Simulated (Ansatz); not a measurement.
Computed with frozen-core CCSD(T)/cc-pVQZ // r2SCAN-D4/def2-TZVP (Ansatz, a quantum-chemistry and plane-wave program).

Ansatz 0.2 input:
```yaml
crystal:
  periodic: [false, false, false]
  atoms:
    - { symbol: Si, position_ang: [0.0, 0.000001, -0.000002] }
    - { symbol: H, position_ang: [0.402027, 1.183241, 0.798528] }
    - { symbol: H, position_ang: [-1.113231, 0.370744, -0.906977] }
    - { symbol: H, position_ang: [1.155177, -0.470816, -0.802019] }
    - { symbol: H, position_ang: [-0.443973, -1.083171, 0.910471] }
basis:
  gaussian: { orbitals: cc-pVQZ }
correlation:
  method: ccsd_t
```

Output:

```
Functional definition: HF
1021 factors; integrals over basis functions are off by at most 8.1e-4 eV
mean field evaluation 1: about -7925.0715 eV, gradient 1.0e1 eV
mean field evaluation 2: about -7925.0729 eV, gradient 1.0e1 eV
mean field evaluation 4: about -7925.7505 eV, gradient 3.4e-1 eV
mean field evaluation 8: about -7925.7513 eV, gradient 1.2e-5 eV
mean field evaluation 16: about -7925.7512 eV, gradient 5.2e-2 eV
mean field -7925.75124998 eV, -291.2659861695 hartree, gradient 3.3e-6 eV, S^2 0.000000; 0 other end points of the search recorded, 0 dependent functions left out
5 core orbitals not correlated
reference -7925.75124998 eV, -291.2659861695 hartree; 4, 4 occupied and 170, 170 virtual orbitals, 1021 factors
second order -4.15721216 eV of doubles, -0.00000000 eV of singles
cycle   1  -4.68861048 eV  change   -5.3e-1 eV  update   5.4e-2
cycle   2  -4.90685858 eV  change   -2.2e-1 eV  update   1.9e-2
cycle   3  -4.91215463 eV  change   -5.3e-3 eV  update   4.4e-3
cycle   4  -4.91024745 eV  change    1.9e-3 eV  update   1.6e-3
cycle   5  -4.91007618 eV  change    1.7e-4 eV  update   4.3e-4
cycle   6  -4.91001375 eV  change    6.2e-5 eV  update   9.0e-5
cycle   7  -4.91002753 eV  change   -1.4e-5 eV  update   1.9e-5
cycle   8  -4.91003522 eV  change   -7.7e-6 eV  update   4.7e-6
perturbative correction -0.11639123 eV, -0.0042772987 hartree
Total energy: -7930.77767642 eV, -291.4507039343 hartree
```

Cost: around 17 core-seconds (rough).
